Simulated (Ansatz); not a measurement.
Task: vertical and adiabatic energies of changing the electron count of C2H3Al, SMILES C#[C][AlH2], with Ansatz 0.2.0 through its Python package. Give the script and its output. Use (for the species named): B3LYP, def2-SVP basis, multiplicity 1.

Contents of `c2h3al.xyz`:
```text
6

C    -0.79490   -1.68890   -0.29330
C    -0.29870   -0.59200   -0.10820
Al    0.55520    1.11100    0.19740
H    -1.25080   -2.55950   -0.48240
H     1.37300    1.82890   -0.99360
H     0.45830    1.83650    1.63390
```

`c2h3al.py`:
```python
'''How C2H3Al relaxes after losing an electron.'''

import itertools

import ansatz as az
from ase.data import atomic_numbers, covalent_radii
import numpy as np

molecule = az.Crystal.molecule_from_extxyz('c2h3al.xyz')

calculation = (
    molecule.calculation()
    .basis(gaussian='def2-SVP')
    .functional('b3lyp')
)
symbols = [site.symbol for site in molecule.cartesian_sites]
start = np.array([site.position_ang for site in molecule.cartesian_sites], dtype=float)
summary = calculation.relax(force_tolerance=0.01, max_steps=100).run(threads=1).report
end = np.array(summary['positions_ang'])

minimum = az.Crystal.molecule()
for symbol, place in zip(symbols, end):
    minimum = minimum.atom(symbol, place.tolist())
ion = (
    minimum.calculation()
    .basis(gaussian='def2-SVP')
    .functional('b3lyp')
    .charge(1)
    .spin('collinear', total=1)
)
vertical = ion.run(threads=1).report
settled = ion.relax(force_tolerance=0.01, max_steps=80).run(threads=1).report
print(f'vertical ionisation energy   {vertical["free_energy_ev"] - summary["free_energy_ev"]:.3f} eV')
print(f'adiabatic, no zero point     {settled["free_energy_ev"] - summary["free_energy_ev"]:.3f} eV')
print(f'relaxation energy of the ion {vertical["free_energy_ev"] - settled["free_energy_ev"]:.3f} eV')
ionised = np.array(settled['positions_ang'])
# pairs closer than 1.2 times the sum of covalent radii, before or after
radius = [covalent_radii[atomic_numbers[s]] for s in symbols]
span = lambda where, i, j: np.linalg.norm(where[i] - where[j])
bonded = [(i, j) for i, j in itertools.combinations(range(len(symbols)), 2) if min(span(end, i, j), span(ionised, i, j)) < 1.2 * (radius[i] + radius[j])]
print('pair        before    after (A)')
for i, j in bonded:
    print(f'{symbols[i]}{i}-{symbols[j]}{j}'.ljust(10), f'{span(end, i, j):8.4f} {span(ionised, i, j):8.4f}')
for first, second in list(itertools.combinations(bonded, 2)):
    shared = set(first) & set(second)
    if shared and symbols[(j := shared.pop())] != 'H':
        i, k = sorted((set(first) | set(second)) - {j})
        u, v = ionised[i] - ionised[j], ionised[k] - ionised[j]
        angle = np.degrees(np.arccos(np.clip(u @ v / np.linalg.norm(u) / np.linalg.norm(v), -1, 1)))
        print(f'final angle {symbols[i]}{i}-{symbols[j]}{j}-{symbols[k]}{k}: {angle:.2f} deg')
```

```console
$ python c2h3al.py
vertical ionisation energy   10.103 eV
adiabatic, no zero point     10.057 eV
relaxation energy of the ion 0.047 eV
pair        before    after (A)
C0-C1        1.2229   1.2522
C0-H3        1.0758   1.0860
C1-Al2       1.9146   1.9366
Al2-H4       1.5801   1.5951
Al2-H5       1.5801   1.5951
final angle C1-C0-H3: 180.00 deg
final angle C0-C1-Al2: 180.00 deg
final angle C1-Al2-H4: 115.74 deg
final angle C1-Al2-H5: 115.74 deg
final angle H4-Al2-H5: 128.52 deg
```

Caveats:
- The energies are electronic: no zero-point or thermal terms, and the basis set is short of its limit. The product may relax into another structure. The relaxation finds the nearest minimum, so the adiabatic value is an upper bound.
- b3lyp holds the VWN-RPA fit, as in Gaussian; the form of ORCA and Turbomole is b3lyp5.
- Hardware and time: 34 s on 1 thread of Intel(R) Xeon(R) Platinum 8259CL CPU @ 2.50GHz (Skylake/Cascade Lake) (shared host), peak memory 0.22 GiB.
